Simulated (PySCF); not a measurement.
# Basis-set dependence of excited states

Species: 1-hexene, C₆H₁₂.
Z-matrix (Å and degrees, PBE0-D3(BJ)/def2-SVP geometry), rows numbered from 1:
```
C 
C   1  1.3336
C   2  1.4954  1  125.48
C   3  1.5279  2  113.20  1  -118.46
C   4  1.5226  3  113.51  2  -179.07
C   5  1.5203  4  113.39  3  -179.65
H   1  1.0954  2  121.29  3    -0.93
H   1  1.0933  2  121.68  3   179.24
H   2  1.0986  1  118.69  3  -178.94
H   3  1.1061  2  109.11  1   120.58
H   3  1.1033  2  109.69  1     4.50
H   4  1.1044  3  108.98  2    58.46
H   4  1.1053  3  109.38  2   -56.67
H   5  1.1045  4  109.07  3   -57.14
H   5  1.1047  4  109.11  3    57.79
H   6  1.1020  5  111.22  4    59.79
H   6  1.1007  5  111.73  4  -179.98
H   6  1.1020  5  111.24  4   -59.74
```

TDDFT with PBE0 (PySCF), vertical singlets, core orbitals frozen in the response, spherical d and f functions. The structure is a single PBE0-D3(BJ)/def2-SVP conformer in the gas phase; no vibrational or solvent corrections.

Q: How do the low singlets change with the basis? Take 6-31G*, def2-SVP, def2-SVPD and def2-TZVP.

A: 

```
    basis  functions  diffuse  S1 (eV)  S2 (eV)  S3 (eV)  S4 (eV)  S5 (eV)  LUMO (eV)  α (au)
   6-31G*        108       no     7.83     8.24     8.62     8.83     9.03       0.92    64.5
 def2-SVP        144       no     7.69     8.05     8.18     8.37     8.43       0.61    67.6
def2-SVPD        216      yes     7.17     7.38     7.60     7.61     7.93       0.35    77.0
def2-TZVP        258       no     7.36     7.57     7.90     7.98     8.11       0.38    75.5
```

States are compared by their number. Against the only diffuse basis here (def2-SVPD, itself not a converged limit), sets without diffuse functions differ by up to 0.65 eV in S1 and 1.10 eV in S5. State by state, the largest deviation of a set without diffuse functions is S1 0.65, S2 0.86, S3 1.01, S4 1.22, S5 1.10 eV. The same number needn't mean the same state in each row. Against def2-SVPD the polarisability deviates by -16% in 6-31G*, -12% in def2-SVP, -2% in def2-TZVP.
